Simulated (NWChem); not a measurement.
System: dimethyl ether (C2H6O); SMILES COC

The following NWChem deck was run.

```
start job
memory heap 200 mb stack 900 mb global 1100 mb
geometry units angstroms noautoz
  C      1.161079     0.000000     0.184739
  O      0.000000     0.000000    -0.581115
  C     -1.161079     0.000000     0.184739
  H      1.233042    -0.895231     0.836189
  H      1.233042     0.895231     0.836189
  H      2.021460     0.000000    -0.499582
  H     -1.233042    -0.895231     0.836189
  H     -2.021460     0.000000    -0.499582
  H     -1.233042     0.895231     0.836189
end
basis spherical
  * library def2-tzvpd
end
dft
  xc xtpss03 ctpss03
  iterations 150
  mulliken
end
task dft energy
```

Output (shortened):

```
             Northwest Computational Chemistry Package (NWChem) 7.3.0
             --------------------------------------------------------

 C2V symmetry detected

                             Geometry "geometry" -> ""
                             -------------------------

 Output coordinates in angstroms (scale by  1.889725989 to convert to a.u.)

  No.       Tag          Charge          X              Y              Z
 ---- ---------------- ---------- -------------- -------------- --------------
    1 C                    6.0000     1.16107900     0.00000000     0.18806438
    2 O                    8.0000     0.00000000     0.00000000    -0.57778962
    3 C                    6.0000    -1.16107900     0.00000000     0.18806438
    4 H                    1.0000     1.23304200    -0.89523100     0.83951438
    5 H                    1.0000     1.23304200     0.89523100     0.83951438
    6 H                    1.0000     2.02146000     0.00000000    -0.49625662
    7 H                    1.0000    -1.23304200    -0.89523100     0.83951438
    8 H                    1.0000    -2.02146000     0.00000000    -0.49625662
    9 H                    1.0000    -1.23304200     0.89523100     0.83951438

 Effective nuclear repulsion energy (a.u.)      84.3016808458

      Symmetry information
      --------------------

 Group name             C2v
 Group number             16
 Group order               4
 No. of unique centers     4

                                 NWChem DFT Module
                                 -----------------

 Summary of "ao basis" -> "ao basis" (spherical)
 ------------------------------------------------------------------------------
       Tag                 Description            Shells   Functions and Types
 ---------------- ------------------------------  ------  ---------------------
 C                         def2-tzvpd               13       37   6s3p3d1f
 O                         def2-tzvpd               14       40   6s4p3d1f
 H                         def2-tzvpd                5        9   3s2p

      Symmetry analysis of basis
      --------------------------

        a1         59
        a2         27
        b1         50
        b2         32

            General Information
            -------------------
          SCF calculation type: DFT
          Wavefunction type:  closed shell.
          No. of atoms     :     9
          No. of electrons :    26
           Alpha electrons :    13
            Beta electrons :    13
          Charge           :     0
          Spin multiplicity:     1
          Use of symmetry is: on ; symmetry adaption is: on
          Maximum number of iterations: 150
          AO basis - number of functions:   168
                     number of shells:    70
          Convergence on energy requested:  1.00D-06
          Convergence on density requested:  1.00D-05
          Convergence on gradient requested:  5.00D-04

              XC Information
              --------------
                  TPSS metaGGA Exchange Functional  1.000
             TPSS03 metaGGA Correlation Functional  1.000

             Grid Information
             ----------------
          Grid used for XC integration:  medium
          Radial quadrature: Mura-Knowles
          Angular quadrature: Lebedev.
          Tag              B.-S. Rad. Rad. Pts. Rad. Cut. Ang. Pts.
          ---              ---------- --------- --------- ---------
          C                   0.70       49          11.0       434
          O                   0.60       49          10.0       434
          H                   0.35       45          12.0       434
          Grid pruning is: on
          Number of quadrature shells:   188
          Spatial weights used:  Erf1

      Superposition of Atomic Density Guess
      -------------------------------------

 Sum of atomic energies:        -153.12594593

      Non-variational initial energy
      ------------------------------

 Total energy =    -154.804564
 1-e energy   =    -373.541462
 2-e energy   =     134.435217
 HOMO         =      -0.342606
 LUMO         =       0.042548

      Symmetry analysis of molecular orbitals - initial
      -------------------------------------------------

  Numbering of irreducible representations:

     1 a1          2 a2          3 b1          4 b2

  Orbital symmetries:

     1 a1          2 a1          3 b1          4 a1          5 b1
     6 a1          7 b2          8 b1          9 a1         10 a2
    11 b1         12 a1         13 b2         14 a1         15 b1
    16 a1         17 b2         18 a1         19 b1         20 b2
    21 a1         22 a2         23 a1

     ---------------------------------------------
      Total Density - Mulliken Population Analysis
     ---------------------------------------------

    Atom       Charge   Shell Charges
 -----------   ------   -------------------------------------------------------
    1 C    6     6.29   0.86  1.12  0.54  0.66  0.10  0.00  1.14  1.25  0.49  0.02  0.06  0.03  0.01
    2 O    8     8.47   0.79  1.18  0.58  0.94  0.23  0.00  1.94  2.11  0.62  0.00  0.00  0.03  0.02  0.00
    3 C    6     6.29   0.86  1.12  0.54  0.66  0.10  0.00  1.14  1.25  0.49  0.02  0.06  0.03  0.01
    4 H    1     0.81   0.25  0.46  0.07  0.02  0.02
    5 H    1     0.81   0.25  0.46  0.07  0.02  0.02
    6 H    1     0.85   0.25  0.46  0.09  0.02  0.03
    7 H    1     0.81   0.25  0.46  0.07  0.02  0.02
    8 H    1     0.85   0.25  0.46  0.09  0.02  0.03
    9 H    1     0.81   0.25  0.46  0.07  0.02  0.02

[...]
```

Level: TPSS/def2-TZVPD. Coordinates come from a PBE0/def2-SVP optimisation.
